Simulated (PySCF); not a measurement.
Molecule: SMILES BC, CH5B.

Atom-mapped SMILES (the numbers label the heavy atoms): `[BH2:1][CH3:2]`. Hydrogens are named by the atom that carries them.

Spin–spin couplings on one PBE0-D3(BJ)/def2-SVP geometry, PySCF, gas phase, non-relativistic, equivalent pairs averaged; isotopes $^{11}$B, $^{1}$H, $^{13}$C; functional B3LYP.

Problem. How do the couplings (Hz) change with the basis set? Times are CPU seconds on shared hosts with different chips, so compare them loosely. Far from the basis limit: 6-31G*, pcJ-0, def2-TZVP, cc-pVTZ.

Solution. 
| basis set | functions | $^{1}J$(B1,H(B1)) | $^{1}J$(C2,H(C2)) | $^{1}J$(B1,C2) | $^{2}J$(H(C2),H(C2)) | $^{2}J$(C2,H(B1)) | $^{2}J$(H(B1),H(B1)) | $^{2}J$(B1,H(C2)) | core-s |
| --- | --- | --- | --- | --- | --- | --- | --- | --- | --- |
| 6-31G* | 38 | 142.4 | 133.4 | 60.0 | -16.5 | 4.3 | 3.8 | -2.9 | 1.4 |
| pcJ-0 | 41 | 120.0 | 106.1 | 38.4 | -15.1 | 3.2 | 3.8 | -4.1 | 1.3 |
| def2-TZVP | 92 | 128.9 | 117.4 | 51.2 | -13.1 | 5.8 | 6.3 | -5.1 | 2.9 |
| pcJ-1 | 104 | 134.5 | 124.6 | 50.7 | -15.2 | 5.5 | 6.3 | -5.1 | 3.1 |
| cc-pVTZ | 130 | 132.1 | 110.3 | 47.8 | -12.6 | 4.0 | 5.7 | -4.7 | 4.1 |
| aug-cc-pVTZ-J | 192 | 135.8 | 125.1 | 49.8 | -15.4 | 6.1 | 7.4 | -5.1 | 7.2 |
| pcJ-2 | 222 | 134.4 | 123.8 | 49.1 | -15.2 | 6.0 | 7.3 | -5.0 | 9.4 |

The Fermi-contact term samples the wavefunction at the nucleus, which is why sets with added tight s functions (names with J) are made for couplings.
